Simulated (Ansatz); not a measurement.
Geometry optimisation, Ansatz 0.2.0, RKS PBE-D4/def2-SVP.

The input (input.yaml):

```yaml
crystal:
  periodic: [false, false, false]
  atoms:
    - { symbol: B, position_ang: [-0.381696, -0.25173, -0.863949] }
    - { symbol: O, position_ang: [0.873441, 0.251611, 1.366978] }
    - { symbol: H, position_ang: [0.701425, -0.605185, 1.80629] }
    - { symbol: H, position_ang: [1.473697, -0.020723, 0.62591] }
    - { symbol: F, position_ang: [-1.481966, 0.344628, -0.603629] }
basis:
  gaussian: { orbitals: def2-SVP }
hamiltonian:
  xc: pbe
  dispersion: d4
relax:
  f_tol: 0.03
  max_steps: 50
output:
  orbitals: {}
```

Launched with:

```bash
$ ansatz run input.yaml --threads 1 --pin off --max-ram 2048MiB --backend cpu --events-out ev --progress --plain --runs-dir out
```

Problem. Where does it end, and by what steps?

Solution. The forces met the threshold. After 7 steps the energy has fallen by 0.009 eV; H3 moved furthest, 0.10 Å.

```csv
step,energy less start (eV),largest force component (eV/Å),accepted
0,0.0000,0.444,yes
1,0.0027,0.577,no
2,-0.0068,0.204,yes
3,-0.0076,0.148,yes
4,-0.0081,0.079,yes
5,-0.0079,0.161,no
6,-0.0084,0.040,yes
7,-0.0086,0.006,yes
```

```xyz
5
Properties=species:S:1:pos:R:3
B -0.369 -0.300 -0.790
O 0.842 0.255 1.323
H 0.648 -0.617 1.721
H 1.503 0.015 0.642
F -1.439 0.366 -0.565
```

Whether the end is a true minimum wasn't checked by a vibrational analysis.

Time of the run: 8.1 s on 1 thread of AMD EPYC 7R43 64-Core Processor (Zen 3) (shared host), peak memory 0.14 GiB.
